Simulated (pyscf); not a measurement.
# Addition across a multiple bond or ene-type step: Cl–AlH–Cl + H₂C=CH₂ -> Cl–CH₂–CH₂–AlH–Cl

Gas phase, singlet surface, charge 0. Bonds broken: Cl1–Al2. Bonds formed: Cl1–C5, Al2–C6. PySCF, gas phase, ωB97X-D3(BJ)/def2-SVP geometries.

Transition state (Å):

```xyz
10

Cl     0.1751    -1.3931    -0.1640
Al    -1.9459    -0.4212    -0.1284
Cl    -3.1391    -1.4898    -1.5185
H     -2.4471    -0.2757     1.3582
C      0.3290     0.5299    -1.0711
C     -0.9820     1.1419    -0.9905
H      1.1309     0.8807    -0.4149
H      0.6839     0.1558    -2.0358
H     -1.0269     2.0115    -0.3208
H     -1.4460     1.3236    -1.9690
```

One imaginary mode, 313i cm⁻¹; descent along it reached the two sides named, in the forms told below.

```json
[
 {"bond": "Cl1–Al2", "change": "breaks", "reactant side (Å)": "2.117", "saddle": "2.333", "product side": "2.509"},
 {"bond": "Cl1–C5", "change": "forms", "reactant side (Å)": "3.2", "saddle": "2.132", "product side": "1.868"},
 {"bond": "Al2–C6", "change": "forms", "reactant side (Å)": "2.537", "saddle": "2.029", "product side": "1.983"}
]
```

Electronic energies relative to the separated reactants (kcal/mol):

```json
[
 {"level": "ωB97X-D3(BJ)/def2-TZVP", "barrier": "10.5", "reaction energy": "+8.3", "reverse barrier": "2.2"},
 {"level": "PBE/def2-TZVP", "barrier": "10.3", "reaction energy": "+11.0", "reverse barrier": "-0.7"},
 {"level": "r²SCAN/def2-TZVP", "barrier": "9.8", "reaction energy": "+11.0", "reverse barrier": "-1.3"},
 {"level": "B3LYP-D3(BJ)/def2-TZVP", "barrier": "13.5", "reaction energy": "+13.9", "reverse barrier": "-0.4"},
 {"level": "PBE0-D3(BJ)/def2-TZVP", "barrier": "8.7", "reaction energy": "+7.5", "reverse barrier": "1.1"},
 {"level": "M06-2X/def2-TZVP", "barrier": "13.1", "reaction energy": "+11.7", "reverse barrier": "1.5"},
 {"level": "ωB97M-D3(BJ)/def2-TZVP", "barrier": "14.2", "reaction energy": "+12.5", "reverse barrier": "1.7"},
 {"level": "HF/def2-TZVP", "barrier": "27.2", "reaction energy": "+25.1", "reverse barrier": "2.1"}
]
```

With ωB97M-D3(BJ)/def2-TZVP energies and thermal terms (ideal gas, 1 atm, RRHO with modes under 100 cm⁻¹ raised to 100, one conformer, R ln 2 for rigid chiral ones), in kcal/mol:

```
T (K)   ΔH‡   ΔG‡     ΔH     ΔG
-----  ----  ----  -----  -----
298    15.0  26.6  +14.2  +25.3
600    15.3  38.3  +14.9  +36.2
900    15.8  49.7  +16.0  +46.6
1200   16.4  60.9  +17.1  +56.7
```

On the reactant side the descent ends in a bound adduct, 15.0 kcal/mol under the separated species and 25.6 kcal/mol under the saddle at ωB97X-D3(BJ)/def2-TZVP. At PBE, r²SCAN, B3LYP-D3(BJ) this geometry lies under the product side: in single points on another level's saddle the reverse barrier vanishes, and the forward threshold there is about the reaction energy. What is counted as broken (Al–Cl) persists as a longer contact in the product adduct; parting that adduct is a step of its own. The same reactants have a lower exit, to H₃C–CH₂–Al(Cl)–Cl (barrier +5.8 kcal/mol at ωB97M-D3(BJ), against +14.2 kcal/mol here). Cl–CH₂–CH₂–AlH–Cl is closed by a dative Al–Cl contact. Cl–CH₂–CH₂–AlH–Cl lies 47.1 kcal/mol over its isomer H₃C–CH₂–Al(Cl)–Cl, and others may lie lower still (electronic energy, ωB97M-D3(BJ)). This is the saddle that the search found; another between the same sides may lie lower.
